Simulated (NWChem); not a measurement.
## silicon monoxide (OSi) in NWChem

```xyz
2

Si     0.0000     0.0000     0.5539
O      0.0000     0.0000    -0.9694
```
Charge 0, spin multiplicity 1.

Program: NWChem. Structure: optimised with PBE0/def2-SVP, a minimum by its harmonic frequencies.

Static limit.

**Question.** Give the polarisability tensor in bohr³ at HF/def2-SVPD, in the frame of the coordinates, and its isotropic mean.

**Answer.** 
```
26.54   0.00   0.00
 0.00  26.54   0.00
 0.00   0.00  29.86
```
Mean (one third of the trace): 27.65 bohr³.
